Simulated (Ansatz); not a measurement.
## Ansatz (development build ahead of 0.2.0) run

```yaml
crystal:
  periodic: [false, false, false]
  atoms:
    - { symbol: C, position_ang: [0.0, 0.0, 0.0] }
    - { symbol: H, position_ang: [1.65344, 0.0, 0.0] }
    - { symbol: H, position_ang: [-1.93168, 0.0, 0.0] }
basis:
  gaussian: { orbitals: "6-31G" }
magnetization:
  initial_magnetization: 2
hamiltonian:
  xc: hf
correlation:
  method: fci
  frozen_orbitals: { C: 1, H: 0 }
```

The input is written out in the form of the current development build from the run's settings.

The run gave:

```yaml
Converged: yes
Total_energy: -38.77742 hartree
State: lowest triplet root, of any spatial symmetry
```
